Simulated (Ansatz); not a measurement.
**SiNi₂ (Pnma)**

Method: DFT r2SCAN, scalar-relativistic, plane waves, PAW in Ansatz 0.2.0.

Settings: cutoff 500 eV, Γ-centred mesh 8×10×6 on the computed 12-atom cell, Gaussian smearing of 0.10 eV; no spin polarisation.

The structure is relaxed at this level of theory with its symmetry kept. Whether it is the stable form of this composition wasn't checked.

```cif
data_structure
_symmetry_space_group_name_H-M 'Pnma'
_symmetry_Int_Tables_number 62
_cell_length_a 4.9396
_cell_length_b 3.6951
_cell_length_c 7.0072
_cell_angle_alpha 90.000
_cell_angle_beta 90.000
_cell_angle_gamma 90.000
_cell_volume 127.90
loop_
_atom_site_label
_atom_site_type_symbol
_atom_site_symmetry_multiplicity
_atom_site_Wyckoff_symbol
_atom_site_fract_x
_atom_site_fract_y
_atom_site_fract_z
_atom_site_occupancy
Si1 Si 4 c 0.28952 0.75000 0.61444 1
Ni1 Ni 4 c 0.95788 0.75000 0.20555 1
Ni2 Ni 4 c 0.82960 0.75000 0.56005 1
```

| Quantity | Value |
| --- | --- |
| Space group | Pnma (No. 62) |
| Volume per atom | 10.66 Å³ |
| Formation energy from the elements' standard states (uncorrected) | -0.529 eV/atom |
| Generalised Kohn–Sham band gap | none (metal) |
| Density of states at the Fermi level | 6.32 states/eV per cell |
| Löwdin character within 0.5 eV of the Fermi level | Ni 3d 67 %, Si 3p 23 % |

A ferromagnetic start lost its moments in a first run, so spin was left out; other magnetic orders weren't tried.

Cost: 1 run of about 23 core-minutes, on AMD EPYC (Zen 3) (shared hosts).